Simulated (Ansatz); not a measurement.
`C[SiH2]P` + `[OH][AlH2]` → `[AlH2][O]P` + `C[SiH3]`  (cleavage of the P–Si bond)

Computed with Ansatz on PBE0-D4/def2-TZVP structures; ΔE is electronic, products minus reactants. CCSD(T)/CBS adds triple-zeta CCSD(T) − MP2 to the extrapolated MP2 energy (def2 sets, frozen cores). This one scheme is used for every species. Functionals use def2-TZVPP. HSE06 is defined as in plane-wave codes. One conformer a species, not always the lowest.

CCSD(T)/CBS gives +0.34 eV.

Problem. Another level gave +0.28 eV. Which?
A. r2SCANh/def2-TZVPP
B. ωB97M-V/def2-TZVPP
C. CAM-B3LYP/def2-TZVPP
D. HSE06-D4/def2-TZVPP

Solution. B. ωB97M-V 0.28, r2SCANh 0.37, HSE06-D4 0.42, CAM-B3LYP 0.19 eV.

Largest T1 diagnostic among the species: 0.014.

From BLYP to BHLYP (50 % exact exchange), in def2-TZVPP and without D4, ΔE moves by −0.08 eV. In def2-TZVPP, CCSD(T) changes the Hartree–Fock value by +0.31 eV (the triples alone add +0.04 eV) and MP2 by +0.34 eV.
